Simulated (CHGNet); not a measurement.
Pyrite RuS2

The numbers are results of the machine-learned potential CHGNet 0.3.0 (trained on PBE and PBE+U data), not measurements.

Cell (relaxed at this level):

```cif
data_Ru4S8
_chemical_formula_sum 'Ru4 S8'
_space_group_name_H-M_alt 'P 1'
_space_group_IT_number 1
_cell_length_a 5.66363
_cell_length_b 5.66363
_cell_length_c 5.66363
_cell_angle_alpha 90.000
_cell_angle_beta 90.000
_cell_angle_gamma 90.000
loop_
_space_group_symop_operation_xyz
  'x, y, z'
loop_
_atom_site_label
_atom_site_type_symbol
_atom_site_fract_x
_atom_site_fract_y
_atom_site_fract_z
_atom_site_occupancy
Ru1 Ru 0.00000 0.50000 0.50000 1
Ru2 Ru 0.50000 0.00000 0.50000 1
Ru3 Ru 0.00000 0.00000 0.00000 1
Ru4 Ru 0.50000 0.50000 0.00000 1
S1 S 0.61376 0.88624 0.11376 1
S2 S 0.11376 0.61376 0.88624 1
S3 S 0.61376 0.61376 0.61376 1
S4 S 0.38624 0.38624 0.38624 1
S5 S 0.88624 0.11376 0.61376 1
S6 S 0.88624 0.38624 0.11376 1
S7 S 0.11376 0.88624 0.38624 1
S8 S 0.38624 0.11376 0.88624 1
```

```
Item                        Result
-------------------  -------------
lattice parameter a        5.664 Å
volume per atom      15.14 Å³/atom
```

Measured, for comparison: lattice constant a 5.61 Å, equilibrium volume per atom 14.71 Å³/atom (temperature not stated, no zero-point or thermal correction; as tabulated in Wikipedia's data pages). Computed (rounded) less measured: lattice constant a +1.0 %, equilibrium volume per atom +2.9 %.

A machine-learned potential is trained on density-functional data: it inherits that level's misses and adds fitting errors of its own.
